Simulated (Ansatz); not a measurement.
Consider the substitution at a C–C bond: `CCCCCl` + `OCF` → `FCOCCCl` + ethane.

Gas-phase electronic energies from Ansatz, PBE0-D4/def2-TZVP geometries. CCSD(T)/CBS is the MP2 limit (def2-TZVPP, def2-QZVPP) plus CCSD(T) − MP2 in def2-TZVPP, frozen cores. This one scheme is used for every species. Functionals use def2-TZVPP. One conformer a species, not always the lowest.

`CCCCCl`:

```xyz
14

C    -1.143    0.187   -1.581
C     0.060   -0.199   -0.739
C    -0.124    0.145    0.729
C     1.043   -0.236    1.609
Cl    2.520    0.695    1.218
H    -2.048   -0.324   -1.241
H    -1.332    1.263   -1.526
H    -0.992   -0.069   -2.632
H     0.955    0.305   -1.115
H     0.250   -1.275   -0.834
H    -0.325    1.215    0.842
H    -1.005   -0.380    1.120
H     1.306   -1.288    1.493
H     0.833   -0.040    2.660
```

`OCF`:

Cartesian coordinates in Å:
```
O 0.251 -0.346 0.994
C -0.092 -0.117 -0.312
F 0.852 0.669 -0.944
H 0.152 0.469 1.496
H -1.049 0.409 -0.417
H -0.113 -1.084 -0.817
```

`FCOCCCl`:

```xyz
12

F    -1.152    0.434    2.289
C    -1.266   -0.496    1.271
O    -0.094   -0.624    0.586
C     0.252    0.495   -0.201
C     1.310    0.092   -1.188
Cl    0.680   -1.020   -2.427
H    -1.489   -1.462    1.724
H    -2.084   -0.148    0.625
H    -0.632    0.882   -0.723
H     0.653    1.295    0.435
H     2.130   -0.418   -0.685
H     1.693    0.970   -1.706
```

`CC`:

```xyz
8

C    -0.157   -0.240   -0.703
C     0.157    0.240    0.703
H     0.734   -0.636   -1.197
H    -0.907   -1.034   -0.696
H    -0.543    0.571   -1.325
H    -0.734    0.636    1.197
H     0.907    1.034    0.695
H     0.543   -0.571    1.325
```

```
         level  ΔE (kJ/mol)
        PBE-D4         34.7
     r2SCAN-D4         32.9
        B2PLYP         32.4
      PBE-QIDH         39.3
     CAM-B3LYP         28.5
       LC-ωPBE         35.5
  MP2/def2-SVP         38.0
MP2/def2-TZVPP         42.4
```

(1) What does CCSD(T)/CBS give? (Best estimate.)

Largest T1 diagnostic among the species: 0.011.

Results:

(1) The calculation gave: +39.7 kJ/mol. The listed levels differ from it by -5.0, -6.8, -7.3, -0.4, -11.2, -4.2, -1.7, 2.7 kJ/mol.

In def2-TZVPP, CCSD(T) changes the Hartree–Fock value by +10.3 kJ/mol (the triples alone add +0.4 kJ/mol) and MP2 by +15.7 kJ/mol. From BLYP to BHLYP (50 % exact exchange), in def2-TZVPP and without D4, ΔE moves by +4.3 kJ/mol. Leaving LDA and LC-ωPBE aside and taking each functional with its dispersion term where it has one, the values, not all of them listed here, spread over 10.3 kJ/mol, from BLYP-D4 to PBE-QIDH.
